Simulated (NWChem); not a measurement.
# C3H8O2 (dimethoxymethane) at 5 levels

Aim: a comparison of 5 runs (PBE0/cc-pVDZ, B3LYP/cc-pVDZ, BHLYP/cc-pVDZ, M06-L/cc-pVDZ, r2SCAN/cc-pVDZ) of C3H8O2 (dimethoxymethane). 

The results are computed with NWChem 7.3.0.

### Step 1. The structure to begin with

C3H8O2 has 13 atoms, charge 0, and is taken as a singlet. As SMILES, `COCOC`. The C3–H10 distance was set to 2.415 Å, away from the relaxed value. At this shape a bond of the SMILES string is far longer than usual.

Bond lengths: C1–O2 1.409 Å, O2–C3 1.392 Å, C3–O4 1.392 Å, O4–C5 1.409 Å, C1–H6 1.090 Å, C1–H7 1.098 Å, C1–H8 1.095 Å, C3–H9 1.098 Å, C5–H11 1.090 Å, C5–H12 1.098 Å, C5–H13 1.095 Å. Some angles: C1–O2–C3 113.2°, O2–C3–O4 113.9°, C3–O4–C5 113.2°, O2–C1–H6 107.2°, O2–C1–H7 110.9°, O2–C1–H8 111.8°, O2–C3–H9 110.9°, O4–C3–H9 105.4°, O4–C5–H11 107.2°, O4–C5–H12 110.9°.

### Step 2. A single-point energy at PBE0/cc-pVDZ (run 1)

c3h8o2.nw reads:

```
start c3h8o2
title "C3H8O2"
memory 2200 mb
charge 0

geometry units angstrom noautosym nocenter noautoz
   C     -2.278119    -1.190327     1.304081
   O     -0.991519    -0.656327     1.093981
   C     -0.442319    -1.015827    -0.133119
   O     -1.099619    -0.463327    -1.228319
   C     -0.957319     0.935673    -1.313319
   H     -2.593319    -0.886427     2.301881
   H     -2.261219    -2.287227     1.252481
   H     -2.997219    -0.817427     0.567981
   H     -0.491919    -2.102427    -0.280219
   H      1.856200    -0.280600    -0.049300
   H     -1.467919     1.256273    -2.220919
   H      0.101581     1.219373    -1.378919
   H     -1.401319     1.441573    -0.450219
end

basis spherical bse
   C library cc-pVDZ
   O library cc-pVDZ
   H library cc-pVDZ
end

dft
   xc pbe0
   mult 1
   grid fine
   convergence energy 1e-08
   iterations 100
   mulliken
   print low
end

task dft
```

Started as:

```console
$ nwchem c3h8o2.nw > c3h8o2.out
```

The program printed:

```text
[...]
 d= 0,ls=0.0,diis     1   -268.9695343546 -4.64D+02  1.42D-02  9.25D-01     4.8
[...]
 d= 0,ls=0.0,diis    12   -269.0923094401 -1.58D-09  3.90D-07  2.46D-09    46.2
         Total DFT energy =     -269.092309440056
      One electron energy =     -752.866360703183
           Coulomb energy =      324.263598943478
    Exchange-Corr. energy =      -35.943520917191
 Nuclear repulsion energy =      195.453973236839
[...]
      Total Density - Mulliken Population Analysis
     ---------------------------------------------
    Atom       Charge   Shell Charges
 -----------   ------   -------------------------------------------------------
    1 C    6     5.94   2.01  0.67  0.38  2.05  0.74  0.09
    2 O    8     8.29   2.01  0.83  0.92  2.85  1.66  0.02
    3 C    6     5.80   2.01  0.71  0.43  1.82  0.67  0.16
    4 O    8     8.27   2.01  0.84  0.92  2.83  1.65  0.02
    5 C    6     5.92   2.01  0.67  0.38  2.06  0.72  0.09
    6 H    1     0.94   0.75  0.16  0.03
    7 H    1     0.96   0.75  0.18  0.03
    8 H    1     0.95   0.75  0.18  0.03
    9 H    1     0.94   0.75  0.17  0.03
   10 H    1     1.14   0.50  0.65  0.00
[...]
```

Run time: 47 s. Hardware: 1 thread of Intel Xeon Platinum 8375C at 2.90GHz (Ice Lake), shared host; peak memory 0.12 GiB.

### Step 3. The energy at B3LYP/cc-pVDZ (run 2)

mol.xyz reads:

```xyz
13

C     -2.278119    -1.190327     1.304081
O     -0.991519    -0.656327     1.093981
C     -0.442319    -1.015827    -0.133119
O     -1.099619    -0.463327    -1.228319
C     -0.957319     0.935673    -1.313319
H     -2.593319    -0.886427     2.301881
H     -2.261219    -2.287227     1.252481
H     -2.997219    -0.817427     0.567981
H     -0.491919    -2.102427    -0.280219
H      1.856200    -0.280600    -0.049300
H     -1.467919     1.256273    -2.220919
H      0.101581     1.219373    -1.378919
H     -1.401319     1.441573    -0.450219
```

mol.nw reads:

```
start mol
memory stack 880 mb heap 220 mb global 1100 mb

geometry units angstrom noautosym nocenter noautoz
  load mol.xyz
end

basis spherical bse
  * library cc-pVDZ
end

dft
  xc b3lyp
  grid fine
  convergence energy 1e-08
  maxiter 100
  mulliken
  print medium
end

task dft energy
```

Started as:

```console
$ nwchem mol.nw > mol.out
```

The program printed:

```text
[...]
          Wavefunction type:  closed shell.
          No. of atoms     :    13
          No. of electrons :    42
[...]
          Charge           :     0
          Spin multiplicity:     1
[...]
          AO basis - number of functions:   110
[...]
              XC Information
              --------------
                         B3LYP Method XC Potential
                     Hartree-Fock (Exact) Exchange  0.200
                        Slater Exchange Functional  0.800 local
                    Becke 1988 Exchange Functional  0.720 non-local
              Lee-Yang-Parr Correlation Functional  0.810
                  VWN I RPA Correlation Functional  0.190 local
[...]
 d= 0,ls=0.0,diis     1   -269.2764140471 -4.65D+02  1.51D-02  9.84D-01     4.7
[...]
 d= 0,ls=0.0,diis    13   -269.4053355106 -2.24D-10  1.00D-07  7.86D-11    50.0
         Total DFT energy =     -269.405335510599
      One electron energy =     -752.922284973501
           Coulomb energy =      324.341621922712
    Exchange-Corr. energy =      -36.278645696649
 Nuclear repulsion energy =      195.453973236839
[...]
      Total Density - Mulliken Population Analysis
     ---------------------------------------------
    Atom       Charge   Shell Charges
 -----------   ------   -------------------------------------------------------
    1 C    6     5.88   2.01  0.67  0.34  2.07  0.70  0.09
    2 O    8     8.27   2.01  0.84  0.90  2.87  1.63  0.02
    3 C    6     5.78   2.01  0.71  0.40  1.85  0.65  0.15
    4 O    8     8.25   2.01  0.85  0.91  2.85  1.61  0.02
    5 C    6     5.87   2.01  0.67  0.34  2.07  0.68  0.09
    6 H    1     0.96   0.75  0.18  0.03
    7 H    1     0.98   0.75  0.20  0.03
    8 H    1     0.98   0.75  0.20  0.03
    9 H    1     0.97   0.75  0.19  0.02
   10 H    1     1.16   0.51  0.64  0.00
[...]
```

Run time: 51 s. Hardware: 1 thread of Intel Xeon Platinum 8375C at 2.90GHz (Ice Lake), shared host; peak memory 0.13 GiB.

Runs 3 to 4 aren't shown in full; the table further down has their settings and results.

### Step 4. The energy at r2SCAN/cc-pVDZ (run 5)

run.py reads:

```python
from ase import Atoms
from ase.calculators.nwchem import NWChem

system = Atoms(['C', 'O', 'C', 'O', 'C', 'H', 'H', 'H', 'H', 'H', 'H', 'H', 'H'], positions=[
    [-2.278119, -1.190327, 1.304081],
    [-0.991519, -0.656327, 1.093981],
    [-0.442319, -1.015827, -0.133119],
    [-1.099619, -0.463327, -1.228319],
    [-0.957319, 0.935673, -1.313319],
    [-2.593319, -0.886427, 2.301881],
    [-2.261219, -2.287227, 1.252481],
    [-2.997219, -0.817427, 0.567981],
    [-0.491919, -2.102427, -0.280219],
    [1.856200, -0.280600, -0.049300],
    [-1.467919, 1.256273, -2.220919],
    [0.101581, 1.219373, -1.378919],
    [-1.401319, 1.441573, -0.450219],
])

calc = NWChem(
    label='c3h8o2',
    theory='dft',
    memory='2200 mb',
    basis='cc-pVDZ',
    basispar='spherical bse',
    dft={'xc': 'r2scan', 'mult': '1', 'grid': 'fine', 'convergence': 'energy 1e-08', 'iterations': '100', 'mulliken': None},
    task='energy',
)
system.calc = calc

print("Total energy (eV):", round(system.get_potential_energy(), 6))
print("dipole (e A):", system.get_dipole_moment().round(4))
```

Started as:

```console
$ export ASE_NWCHEM_COMMAND="nwchem PREFIX.nwi > PREFIX.nwo"
$ python run.py
```

The program printed:

```text
Total energy (eV): -7326.855308
dipole (e A): [-0.6061 -0.0059 -0.0338]
```

The calculator wrote c3h8o2.nwi:

```
title "c3h8o2"

permanent_dir c3h8o2

scratch_dir c3h8o2

start c3h8o2

geometry units angstrom nocenter noautosym noautoz
  C  -2.2781189999999998e+00 -1.1903269999999999e+00 1.3040810000000000e+00
  O  -9.9151900000000004e-01 -6.5632699999999999e-01 1.0939810000000001e+00
  C  -4.4231900000000002e-01 -1.0158270000000000e+00 -1.3311899999999999e-01
  O  -1.0996189999999999e+00 -4.6332699999999999e-01 -1.2283189999999999e+00
  C  -9.5731900000000003e-01 9.3567299999999998e-01 -1.3133189999999999e+00
  H  -2.5933190000000002e+00 -8.8642699999999996e-01 2.3018809999999998e+00
  H  -2.2612190000000001e+00 -2.2872270000000001e+00 1.2524810000000000e+00
  H  -2.9972189999999999e+00 -8.1742700000000001e-01 5.6798099999999996e-01
  H  -4.9191900000000000e-01 -2.1024270000000000e+00 -2.8021900000000000e-01
  H  1.8562000000000001e+00 -2.8060000000000002e-01 -4.9299999999999997e-02
  H  -1.4679190000000000e+00 1.2562730000000000e+00 -2.2209189999999999e+00
  H  1.0158100000000000e-01 1.2193730000000000e+00 -1.3789190000000000e+00
  H  -1.4013190000000000e+00 1.4415730000000000e+00 -4.5021899999999998e-01
end

memory 2200 mb

basis spherical bse noprint
   * library cc-pVDZ
end

dft
  xc r2scan
  mult 1
  grid fine
  convergence energy 1e-08
  iterations 100
  mulliken
end

task dft energy
```

c3h8o2.nwo, shortened:

```text
[...]
      One electron energy =     -752.860475743087
[... 1 line left out ...]
    Exchange-Corr. energy =      -36.116856092221
[... 6 lines left out ...]
                       DFT Final Molecular Orbital Analysis
[... 782 lines left out ...]
     -------------------------------------------
[...]
```

Wall time 56 s (1 thread of Intel Xeon Platinum 8375C at 2.90GHz (Ice Lake), shared host); peak memory 0.12 GiB.

### Step 5. The series

```
run           level  energy (Eh)  wall time
  1    PBE0/cc-pVDZ  -269.092309       47 s
  2   B3LYP/cc-pVDZ  -269.405336       51 s
  3   BHLYP/cc-pVDZ  -269.229416       47 s
  4   M06-L/cc-pVDZ  -269.368055       65 s
  5  r2SCAN/cc-pVDZ  -269.256968       56 s
```

### Step 6. Summary of results

| quantity | value |
| --- | --- |
| run 5: total energy | -269.25697 Eh |
| run 5: dipole moment | 2.92 D |
| run 5: HOMO energy | -5.78 eV |
| run 5: LUMO energy | -3.29 eV |
| run 5: HOMO–LUMO gap | 2.49 eV |

What this shows: Over runs 2, 3, 4, 5 the dipole moment (its size) runs from 2.89 D (B3LYP/cc-pVDZ) to 2.96 D (BHLYP/cc-pVDZ). Over runs 2, 3, 4, 5 the HOMO–LUMO gap runs from 2.46 eV (M06-L/cc-pVDZ) to 5.73 eV (BHLYP/cc-pVDZ). Totals of different functionals can't be ranked against each other. In runs 1, 2, 3, 4, 5 a closed-shell determinant meets a far-stretched bond, which it describes badly. All runs together took 4.4 min, the longest 65 s.
